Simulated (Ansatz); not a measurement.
# How far each method lies from UCCSDT(Q) for BGeH3⁺ (H-bridged), doublet

Geometry: that of the BGeH3 (H-bridged), singlet, kept fixed.

```xyz
5

Ge   -0.0022    0.0000    0.3187
B    -0.0666    0.0000   -1.6292
H     1.1607    0.0000   -1.0289
H    -0.1421   -1.0387   -2.2309
H    -0.1421    1.0387   -2.2309
```

Basis cc-pVDZ; Ansatz 0.2.0. Only valence electrons are correlated (noble-gas cores and the filled d shells of p-block atoms frozen), which leaves 9 electrons in 41 orbitals. R marks a restricted (for open shells ROHF) determinant, U an unrestricted one. Active spaces: valence = (9e, 11o) chosen from the atoms' valence shells. No spin–orbit coupling is included, and no scalar relativity.

Full CI isn't at hand for all of this; UCCSDT(Q) serves as the reference, and is uncertain by about the last step of the cluster series. The frozen core follows each run's orbitals, which can shift R against U totals by a few meV for light atoms and by up to 0.1 eV past Ca.

* UHF ⟨S²⟩: 0.785
* T1 diagnostic (RCCSD): 0.0258
* largest doubles amplitude (RCCSD): 0.073
* T1 diagnostic (UCCSD): 0.0237

```json
{"level": "UHF", "E − E(UCCSDT(Q)) (meV)": "5216", "share of correlation (%)": "2.95", "wall time": "–"}
{"level": "UMP2", "E − E(UCCSDT(Q)) (meV)": "1199", "share of correlation (%)": "77.70", "wall time": "–"}
{"level": "UCCSD", "E − E(UCCSDT(Q)) (meV)": "195", "share of correlation (%)": "96.36", "wall time": "–"}
{"level": "UCCSD(T)", "E − E(UCCSDT(Q)) (meV)": "40", "share of correlation (%)": "99.25", "wall time": "5.5 s"}
{"level": "UCCSDT", "E − E(UCCSDT(Q)) (meV)": "7", "share of correlation (%)": "99.87", "wall time": "–"}
```

The correlation energy at UCCSDT(Q), counted from RHF, is -5.374 eV. That run took 21 s on 1 thread of AMD EPYC 7R13, shared host.

Run but not shown, since their state or frozen core can't be matched to the reference's or they repeat it: RHF, RMP2, CISD, RCCSD, RCCSD(T), BCCD(T), RCCSDT, RCCSDT(Q), CASSCF (valence space), NEVPT2 (valence space), MRCISD (valence space), MRCISD+Q (valence space).

Times hold each run's SCF and search for its determinant on a shared host, so for small cases they say little of a method's own cost; they ran on 1 thread of AMD EPYC 7R13.

Natural occupations of CASSCF (valence space) about the gap: 1.979 1.969 1.964 1.930 0.998 0.042 0.040 0.023 0.020 0.020; effectively unpaired electrons, Σ n²(2−n)², 1.05.
